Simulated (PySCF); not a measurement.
**Which functional comes closest?**

Molecule: `C=CC(=O)C=C`, C5H6O.

Mapped SMILES: `[CH2:1]=[CH:2][C:3](=[O:4])[CH:5]=[CH2:6]`; H(Xn) means a hydrogen on atom n. Ha(C1), Ha(C6) are cis to C3; Hb(C1), Hb(C6) are trans to C3.

Geometry PBE0-D3(BJ)/def2-SVP throughout; GIAO in PySCF, gas phase, one conformer, non-relativistic; equivalent atoms averaged; basis pcSseg-2.

Reference values (measured; solution, not stated per compound (mostly CDCl3 or CCl4); Pretsch, Buehlmann, Badertscher, Structure Determination of Organic Compounds, 4th ed. (2009)): δ(H(C2)/H(C5)) = 6.67 ppm. Computed shifts are taken against TMS, calculated as an isolated molecule at each level.

Question: How do the functionals HF, LDA, PBE, BLYP, BP86, OPBE, KT2, KT3, B97-D, B3LYP, PBE0, mPW1PW91, WP04, B97-2, BHandHLYP, CAM-B3LYP, wB97X-D, LC-wPBE perform against the reference? Times are CPU seconds on shared hosts with different chips, so compare them loosely.

Answer: 
```csv
functional,kind,H(C2)/H(C5),abs. error H,core-s
HF,Hartree–Fock,6.46,0.21,22
LDA,LDA,6.96,0.29,43
PBE,GGA,6.82,0.15,62
BLYP,GGA,6.71,0.04,74
BP86,GGA,6.78,0.11,63
OPBE,GGA,6.88,0.21,65
KT2,GGA,6.55,0.12,91
KT3,GGA,6.56,0.11,88
B97-D,GGA,6.69,0.02,90
B3LYP,global hybrid,6.69,0.02,76
PBE0,global hybrid,6.78,0.11,30
mPW1PW91,global hybrid,6.75,0.08,74
WP04,global hybrid,6.41,0.26,48
B97-2,global hybrid,6.71,0.04,46
BHandHLYP,global hybrid,6.61,0.06,44
CAM-B3LYP,range-separated hybrid,6.73,0.06,62
wB97X-D,range-separated hybrid,6.74,0.07,58
LC-wPBE,range-separated hybrid,6.84,0.17,92
```

For $^{1}$H the closest is B97-D (0.02 ppm, with B3LYP, BLYP, B97-2 practically level) and the furthest LDA (0.29 ppm). One molecule is a small sample, and vibrational and solvent effects are absent from the calculation.
